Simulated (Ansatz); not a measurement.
Reaction: C2H4 (ethene, SMILES C=C) → C2H4 (parent SMILES C=C, triplet)
Each species at its own B3LYP-D3(BJ)/def2-TZVP minimum (Ansatz, an electronic-structure program).

Quantity: adiabatic triplet-singlet gap (electronic), in kcal/mol. Open shells are spin-unrestricted; no spin-orbit coupling. CBS(X,Y): correlation extrapolated as X^-3, Hartree-Fock from the larger set (Q,5: extrapolated as (X+1)exp(-9√X)). A bracket is a step between two methods taken in the basis named. Functionals run without relativity, which enters their misses. '+ core + X2C': CCSD(T) terms for core correlation (cc-pwCVTZ) and scalar relativity (cc-pVTZ-DK). The spin of C2H4 (parent SMILES C=C, triplet) was assumed, and the state is the lowest solution found for it.

CCSD(T)/CBS(cc-pVQZ,cc-pV5Z) + [CCSDT(Q) - CCSD(T)]/cc-pVTZ + core + X2C (Ansatz) gives 68.9 kcal/mol.

Q: What does PBE/def2-TZVPD (Ansatz) give here, and how do the other levels compare?

A: PBE gives 64.3 kcal/mol, 4.6 kcal/mol below it. Differences of the others: r2SCAN/def2-TZVPD (Ansatz) -11.7; B3LYP/def2-TZVPD (Ansatz) -4.5; PBE0/def2-TZVPD (Ansatz) -7.5; wB97M-V/def2-TZVPD (Ansatz) -1.5; CCSD(T)/CBS(cc-pVQZ,cc-pV5Z) + core + X2C (Ansatz) 0.0 kcal/mol.
